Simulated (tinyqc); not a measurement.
UHF in the sto-3g basis, for LiH, spin multiplicity 3, step by step (part 2 of 2). Computed by tinyqc, a small Python program that keeps every step (integrals from PySCF). Command: `OMP_NUM_THREADS=1 python tinyqc.py 24918 24919 out.jsonl` (the two numbers bound the seeds that draw the settings). One thread of a shared host (Intel(R) Xeon(R) Processor @ 2.60GHz), about 0.1 s of CPU time with the checks.

Geometry (angstrom):
```
atom         x         y         z
Li    0.000000  0.000000  0.000000
H     0.000000  0.000000  3.110000
```

## Iteration 3: diagonalisation and new density

F(alpha) (hartree), lower triangle:
```
            1Li 1s     1Li 2s   1Li 2px   1Li 2py    1Li 2pz      2H 1s
1Li 1s   -2.341726
1Li 2s   -0.626983  -0.335627
1Li 2px   0.000000   0.000000  0.142581
1Li 2py   0.000000   0.000000  0.000000  0.142581
1Li 2pz  -0.003519   0.001080  0.000000  0.000000   0.081009
2H 1s    -0.005158  -0.092291  0.000000  0.000000  -0.161931  -0.463917
```

F(beta) (hartree), lower triangle:
```
            1Li 1s     1Li 2s   1Li 2px   1Li 2py    1Li 2pz     2H 1s
1Li 1s   -2.309279
1Li 2s   -0.635043  -0.065295
1Li 2px   0.000000   0.000000  0.205406
1Li 2py   0.000000   0.000000  0.000000  0.205406
1Li 2pz  -0.003201  -0.016849  0.000000  0.000000   0.204984
2H 1s    -0.004417  -0.021692  0.000000  0.000000  -0.027943  0.217117
```

X:
```
                 1          2          3         4          5         6
1Li 1s   -0.667302   0.459401   0.000000  0.000000  -0.394369  0.500620
1Li 2s    0.774180  -0.283139   0.000000  0.000000  -0.246942  0.579268
1Li 2px   0.000000   0.000000  -0.056459  0.998405   0.000000  0.000000
1Li 2py   0.000000   0.000000   0.998405  0.056459   0.000000  0.000000
1Li 2pz   0.309046   0.711192   0.000000  0.000000   0.613229  0.232659
2H 1s    -0.496274  -0.616533   0.000000  0.000000   0.526929  0.375386
```

D(alpha) after iteration 2, lower triangle:
```
            1Li 1s     1Li 2s   1Li 2px   1Li 2py   1Li 2pz     2H 1s
1Li 1s    1.061347
1Li 2s   -0.255096   1.060539
1Li 2px   0.000000   0.000000  0.000000
1Li 2py   0.000000   0.000000  0.000000  0.000000
1Li 2pz   0.027732  -0.098888  0.000000  0.000000  0.101459
2H 1s     0.011891  -0.062773  0.000000  0.000000  0.279616  0.816462
```

D(beta) after iteration 2, lower triangle:
```
            1Li 1s     1Li 2s   1Li 2px   1Li 2py    1Li 2pz     2H 1s
1Li 1s    0.983184
1Li 2s    0.032657   0.001085
1Li 2px   0.000000   0.000000  0.000000
1Li 2py   0.000000   0.000000  0.000000  0.000000
1Li 2pz   0.002182   0.000072  0.000000  0.000000   0.000005
2H 1s    -0.002989  -0.000099  0.000000  0.000000  -0.000007  0.000009
```

overlap S, lower triangle:
```
           1Li 1s    1Li 2s   1Li 2px   1Li 2py   1Li 2pz     2H 1s
1Li 1s   1.000000
1Li 2s   0.241137  1.000000
1Li 2px  0.000000  0.000000  1.000000
1Li 2py  0.000000  0.000000  0.000000  1.000000
1Li 2pz  0.000000  0.000000  0.000000  0.000000  1.000000
2H 1s    0.001381  0.110577  0.000000  0.000000  0.173574  1.000000
```

A level shift of 0.2 hartree raises the virtual space: F + shift (S - S D(s) S), with D(s) the density of one spin. Diagonalise F' = X^T F X, C = X C', fill 3 alpha and 1 beta electrons from the bottom; D(s) = C_occ C_occ^T. Each column has its largest component positive (the first on a tie).

F' = X^T F X (alpha) (hartree), lower triangle:
```
           1          2         3         4          5          6
1  -0.538941
2   0.520217  -0.258634
3   0.000000   0.000000  0.342581
4   0.000000   0.000000  0.000000  0.342581
5  -0.315331   0.643794  0.000000  0.000000  -0.654847
6   0.738067  -0.398256  0.000000  0.000000   0.582585  -1.191737
```

orbital energies (alpha) (hartree): MO1 -2.343643, MO2 -0.476192, MO3 -0.163290, MO4 0.338965, MO5 0.342581, MO6 0.342581

coefficients C (alpha):
```
               MO1        MO2        MO3        MO4        MO5       MO6
1Li 1s    0.992154  -0.038703  -0.274653  -0.034459   0.000000  0.000000
1Li 2s    0.030721   0.131805   1.020582   0.127078   0.000000  0.000000
1Li 2px   0.000000   0.000000   0.000000   0.000000   0.999791  0.020432
1Li 2py   0.000000   0.000000   0.000000   0.000000  -0.020432  0.999791
1Li 2pz   0.001652   0.170015  -0.124906   0.993466   0.000000  0.000000
2H 1s    -0.001941   0.934040  -0.194732  -0.366898   0.000000  0.000000
```

F' = X^T F X (beta) (hartree), lower triangle:
```
           1          2         3         4          5          6
1  -0.164496
2   0.537763   0.053755
3   0.000000   0.000000  0.405406
4   0.000000   0.000000  0.000000  0.405406
5  -0.577777   0.472639  0.000000  0.000000  -0.195517
6   0.772153  -0.666161  0.000000  0.000000   0.800841  -0.835417
```

orbital energies (beta) (hartree): MO1 -2.311982, MO2 0.298111, MO3 0.376592, MO4 0.405406, MO5 0.405406, MO6 0.495605

coefficients C (beta):
```
               MO1        MO2        MO3       MO4        MO5        MO6
1Li 1s    0.991154  -0.240193   0.140005  0.000000   0.000000   0.052995
1Li 2s    0.034412   0.874600  -0.520320  0.000000   0.000000  -0.198018
1Li 2px   0.000000   0.000000   0.000000  0.986275  -0.165114   0.000000
1Li 2py   0.000000   0.000000   0.000000  0.165114   0.986275   0.000000
1Li 2pz   0.001956   0.270461   0.681423  0.000000   0.000000  -0.702846
2H 1s    -0.003003   0.332162   0.472144  0.000000   0.000000   0.843628
```

D(alpha) after iteration 3, lower triangle:
```
            1Li 1s     1Li 2s   1Li 2px   1Li 2py   1Li 2pz     2H 1s
1Li 1s    1.061302
1Li 2s   -0.254928   1.059905
1Li 2px   0.000000   0.000000  0.000000
1Li 2py   0.000000   0.000000  0.000000  0.000000
1Li 2pz   0.029365  -0.105017  0.000000  0.000000  0.044509
2H 1s     0.015408  -0.075689  0.000000  0.000000  0.183120  0.910355
```

D(beta) after iteration 3, lower triangle:
```
            1Li 1s     1Li 2s   1Li 2px   1Li 2py    1Li 2pz     2H 1s
1Li 1s    0.982387
1Li 2s    0.034108   0.001184
1Li 2px   0.000000   0.000000  0.000000
1Li 2py   0.000000   0.000000  0.000000  0.000000
1Li 2pz   0.001939   0.000067  0.000000  0.000000   0.000004
2H 1s    -0.002976  -0.000103  0.000000  0.000000  -0.000006  0.000009
```

Within a degenerate level the vectors are fixed only up to a rotation; this is one choice.

## Iteration 20 (converged): orbitals

converged F(alpha) (hartree), lower triangle:
```
            1Li 1s     1Li 2s   1Li 2px   1Li 2py    1Li 2pz      2H 1s
1Li 1s   -2.363918
1Li 2s   -0.630861  -0.340021
1Li 2px   0.000000   0.000000  0.131812
1Li 2py   0.000000   0.000000  0.000000  0.131812
1Li 2pz  -0.003103   0.011486  0.000000  0.000000   0.108328
2H 1s    -0.004427  -0.081134  0.000000  0.000000  -0.126410  -0.479018
```

converged F(beta) (hartree), lower triangle:
```
            1Li 1s     1Li 2s   1Li 2px   1Li 2py    1Li 2pz     2H 1s
1Li 1s   -2.331622
1Li 2s   -0.640747  -0.078314
1Li 2px   0.000000   0.000000  0.192899
1Li 2py   0.000000   0.000000  0.000000  0.192899
1Li 2pz  -0.002888  -0.013767  0.000000  0.000000   0.191634
2H 1s    -0.004480  -0.018574  0.000000  0.000000  -0.022701  0.285936
```

Diagonalise F' = X^T F X, C = X C', fill 3 alpha and 1 beta electrons from the bottom; D(s) = C_occ C_occ^T. Each column has its largest component positive (the first on a tie).

F' = X^T F X (alpha) (hartree), lower triangle:
```
           1          2         3         4          5          6
1  -0.607274
2   0.434460  -0.410952
3   0.000000   0.000000  0.131812
4   0.000000   0.000000  0.000000  0.131812
5  -0.340886   0.602503  0.000000  0.000000  -0.664242
6   0.739611  -0.412447  0.000000  0.000000   0.598556  -1.190724
```

orbital energies (alpha) (hartree): MO1 -2.365732, MO2 -0.484348, MO3 -0.172652, MO4 0.131812, MO5 0.131812, MO6 0.149540

coefficients C (alpha):
```
               MO1        MO2        MO3        MO4       MO5        MO6
1Li 1s    0.992404  -0.026049  -0.275442   0.000000  0.000000  -0.032812
1Li 2s    0.029799   0.087721   1.026099   0.000000  0.000000   0.120795
1Li 2px   0.000000   0.000000   0.000000   0.999986  0.005237   0.000000
1Li 2py   0.000000   0.000000   0.000000  -0.005237  0.999986   0.000000
1Li 2pz   0.001388   0.067663  -0.103803   0.000000  0.000000   1.008032
2H 1s    -0.002450   0.972879  -0.171355   0.000000  0.000000  -0.262881
```

F' = X^T F X (beta) (hartree), lower triangle:
```
           1          2         3         4          5          6
1  -0.321560
2   0.524962  -0.106443
3   0.000000   0.000000  0.192899
4   0.000000   0.000000  0.000000  0.192899
5  -0.556932   0.411430  0.000000  0.000000  -0.343158
6   0.700870  -0.637241  0.000000  0.000000   0.763823  -0.949700
```

orbital energies (beta) (hartree): MO1 -2.334335, MO2 0.095181, MO3 0.177193, MO4 0.192899, MO5 0.192899, MO6 0.341100

coefficients C (beta):
```
               MO1        MO2        MO3       MO4        MO5        MO6
1Li 1s    0.991123  -0.263846   0.087144  0.000000   0.000000   0.054363
1Li 2s    0.034525   0.962596  -0.325643  0.000000   0.000000  -0.205494
1Li 2px   0.000000   0.000000   0.000000  0.997587  -0.069428   0.000000
1Li 2py   0.000000   0.000000   0.000000  0.069428   0.997587   0.000000
1Li 2pz   0.001766   0.203635   0.856490  0.000000   0.000000  -0.506396
2H 1s    -0.002939   0.182328   0.310533  0.000000   0.000000   0.956706
```

D(alpha) after iteration 20, lower triangle:
```
            1Li 1s     1Li 2s   1Li 2px   1Li 2py   1Li 2pz     2H 1s
1Li 1s    1.061413
1Li 2s   -0.255343   1.061462
1Li 2px   0.000000   0.000000  0.000000
1Li 2py   0.000000   0.000000  0.000000  0.000000
1Li 2pz   0.028206  -0.100535  0.000000  0.000000  0.015355
2H 1s     0.019425  -0.090558  0.000000  0.000000  0.083612  0.975863
```

D(beta) after iteration 20, lower triangle:
```
            1Li 1s     1Li 2s   1Li 2px   1Li 2py    1Li 2pz     2H 1s
1Li 1s    0.982326
1Li 2s    0.034219   0.001192
1Li 2px   0.000000   0.000000  0.000000
1Li 2py   0.000000   0.000000  0.000000  0.000000
1Li 2pz   0.001751   0.000061  0.000000  0.000000   0.000003
2H 1s    -0.002913  -0.000101  0.000000  0.000000  -0.000005  0.000009
```

Within a degenerate level the vectors are fixed only up to a rotation; this is one choice.

## Convergence

Stop when the energy changes by less than 1e-08 hartree and every element of the error matrix X^T (F D S - S D F) X (for each spin) is below 3e-05.

Course of the cycle:
```
iteration  E (hartree)     change  largest element of the error matrix
1          -7.43344319          -                             1.20e-01
2          -7.68441407  -2.51e-01                             1.25e-01
3          -7.75771677  -7.33e-02                             6.71e-02
4          -7.77496219  -1.72e-02                             3.26e-02
5          -7.77883439  -3.87e-03                             1.55e-02
6          -7.77969561  -8.61e-04                             7.32e-03
7          -7.77988741  -1.92e-04                             3.45e-03
8          -7.77993059  -4.32e-05                             1.63e-03
9          -7.77994065  -1.01e-05                             7.66e-04
10         -7.77994321  -2.56e-06                             3.70e-04
11         -7.77994400  -7.91e-07                             2.30e-04
12         -7.77994433  -3.25e-07                             1.54e-04
13         -7.77994450  -1.71e-07                             1.16e-04
14         -7.77994460  -1.04e-07                             9.45e-05
15         -7.77994467  -6.72e-08                             7.71e-05
16         -7.77994471  -4.42e-08                             6.29e-05
17         -7.77994474  -2.93e-08                             5.13e-05
18         -7.77994476  -1.95e-08                             4.18e-05
19         -7.77994477  -1.30e-08                             3.41e-05
20         -7.77994478  -8.63e-09                             2.78e-05
```

PySCF UHF in the same basis, after a stability check = -7.77994480 hartree

Converged in 20 iterations.

## Populations, bond orders and dipole

Mulliken: Z minus the diagonal of D S on the atom; Loewdin: the same with S^(1/2) D S^(1/2); Mayer order: 2 sum_s sum (D(s) S)_ij (D(s) S)_ji over the two atoms.

Charges (e):
```
atom   Mulliken    Loewdin  Mulliken spin
1Li   -0.019618  -0.027761       1.019603
2H     0.019618   0.027761       0.980397
```

Mayer bond orders:
```
pair     order
2-1   0.038438
```

dipole moment about the origin, x y z (debye): 0.000000  0.000000  1.142543

<S^2> of the determinant (pure state: 2) = 2.000001
